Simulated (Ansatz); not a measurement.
# SiHCl₂ radical (SMILES Cl[SiH]Cl): a rigid scan of the angle Cl3–Si2–H4

One table from this session's results is given with a row withheld; the runs are named, their logs left out.

Program: Ansatz 0.2.0, Gaussian basis. Level of theory: single points in def2-TZVPP. These are calculated values, not measurements.

Levels: PBE-D4, r2SCAN-D4, PBE0-D4, B3LYP-D4, wB97M-V, Hartree-Fock, MP2, CCSD, CCSD(T). The scan takes 90.0, 94.5, 99.0, 103.5, 108.0, 112.5, 117.0, 121.5, 126.0°.

Cores are frozen in the correlated methods. Orbitals are unrestricted. B3LYP uses VWN-RPA correlation.

27 further runs of the same task are left out: 27 set aside as unsound or not needed.

## The starting structure

SMILES `Cl[SiH]Cl`, 4 atoms, charge 0, spin multiplicity 2.

Atoms are counted from 1 here; the program's logs count them from 0.

Bond lengths: Cl1–Si2 2.021 Å, Si2–Cl3 2.021 Å, Si2–H4 1.452 Å. Angles: Cl1–Si2–Cl3 110.5°, Cl1–Si2–H4 109.8°, Cl3–Si2–H4 110.1°.

As a file:

```tsv
atom	x (Å)	y (Å)	z (Å)
Cl1	-1.6339	0.1660	0.8770
Si2	0.1892	-0.3751	0.1932
Cl3	0.2409	-0.2892	-1.8256
H4	1.2038	0.4983	0.7554
```

The first run:

The input, relax/in.yaml:

```yaml
crystal:
  periodic: [false, false, false]
  atoms:
    - {symbol: Cl, position_ang: [-1.633880, 0.165990, 0.876950]}
    - {symbol: Si, position_ang: [0.189210, -0.375100, 0.193200]}
    - {symbol: Cl, position_ang: [0.240880, -0.289170, -1.825580]}
    - {symbol: H, position_ang: [1.203790, 0.498290, 0.755430]}
basis:
  gaussian: {orbitals: def2-TZVP}
magnetization: {spin_polarized: true, initial_magnetization: 1}
hamiltonian: {xc: pbe0, dispersion: d4}
relax: {f_tol: 0.005, max_steps: 200}
```

The command line of these runs was not kept.

Among the steps run: Relaxation at PBE0-D4; Reference energies at the minimum; Cl3–Si2–H4 = 90.0°; Cl3–Si2–H4 = 94.5°; Cl3–Si2–H4 = 99.0°; Cl3–Si2–H4 = 103.5°; Cl3–Si2–H4 = 108.0°; Cl3–Si2–H4 = 112.5°; Cl3–Si2–H4 = 117.0°; Cl3–Si2–H4 = 121.5°; Cl3–Si2–H4 = 126.0°.

One of the session's tables, all rows but one given; the rest of the session is left out.

Energies less that of the minimum at the same level (eV):

| angle (°) | PBE-D4 | PBE0-D4 | B3LYP-D4 | wB97M-V | Hartree-Fock |
| --- | --- | --- | --- | --- | --- |
| 90.0 | 0.208 | 0.229 | 0.228 | 0.228 | 0.291 |
| 94.5 | 0.113 | 0.126 | 0.124 | 0.124 | 0.162 |
| 99.0 | 0.047 | 0.055 | 0.053 | 0.053 | 0.073 |
| 103.5 | 0.010 | 0.013 | 0.012 | 0.013 | 0.020 |
| 108.0 (minimum) | 0.000 | 0.000 | 0.000 | 0.000 | 0.000 |
| 108.0 | 0.000 | 0.000 | 0.000 | 0.000 | 0.000 |
| 112.5 | 0.015 | 0.013 | 0.015 | 0.014 | 0.012 |
| 117.0 | ? | ? | ? | ? | ? |
| 121.5 | 0.117 | 0.116 | 0.121 | 0.118 | 0.126 |
| 126.0 | 0.204 | 0.204 | 0.212 | 0.207 | 0.228 |

Q: Estimate the row for angle (°) = 117.0 from the others.

Worked estimate for «PBE-D4». A straight line through the neighbours (112.5, 0.015) and (121.5, 0.117) gives 0.015 + (0.117 − 0.015) × (117.0 − 112.5) / (121.5 − 112.5) = 0.066; a parabola fitted to 4 rows on both sides gives 0.054.

**Answer.** PBE-D4: 0.054; PBE0-D4: 0.052; B3LYP-D4: 0.055; wB97M-V: 0.054; Hartree-Fock: 0.054. In «PBE-D4» the line misses by +0.012 and the parabola by 0.000.
